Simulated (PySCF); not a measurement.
# Adding and removing an electron: CH

r²SCAN; basis H def2-TZVPPD, C def2-TZVPPD; no relativity; PySCF 2.14. Neutral (UKS): doublet (π ↑), Re = 1.126 Å, ωe = 2813 cm⁻¹, De = 3.53 eV, HOMO -6.41 eV, LUMO -4.85 eV.

CH⁺ (UKS): singlet (closed shell), Re = 1.141 Å, ωe = 2772 cm⁻¹, De = 4.03 eV to H + C⁺. The energies at the minima are -38.46256 hartree for CH and -38.05220 for CH⁺.

Work out the adiabatic ionisation energy, without and with harmonic zero-point energies (1 hartree = 27.2114 eV, 1 eV = 8065.5 cm⁻¹), and the change of the bond length.

At r²SCAN: 0.41036 hartree = 11.166 eV between the minima; the zero-point term (2772.0 − 2813.0)/2 cm⁻¹ = -0.003 eV makes it 11.164 eV. Re changes by +1.5 pm against the neutral. The electron leaves a π orbital, which is non-bonding in a hydride.

CH⁻ (UKS): triplet (π ↑↑), Re = 1.142 Å, ωe = 2571 cm⁻¹, De = 3.64 eV to H + C⁻. The energies at the minima are -38.46256 hartree for CH and -38.51150 for CH⁻.

Work out the adiabatic electron affinity, without and with harmonic zero-point energies (1 hartree = 27.2114 eV, 1 eV = 8065.5 cm⁻¹), and the change of the bond length.

At r²SCAN: 0.04894 hartree = 1.332 eV between the minima; the zero-point term (2813.0 − 2571.0)/2 cm⁻¹ = +0.015 eV makes it 1.347 eV. Re changes by +1.6 pm against the neutral. The electron enters a π orbital, which is non-bonding in a hydride.

For an ion De counts to the pair picked by the measured ionisation energies or electron affinities, which need not be the lowest pair at this level. The highest Kohn–Sham level is positive in this anion. Much of that is self-interaction error, but it also means that the finite basis helps to hold the extra electron. States were picked by a PBE0 search and need not be the measured ground states.
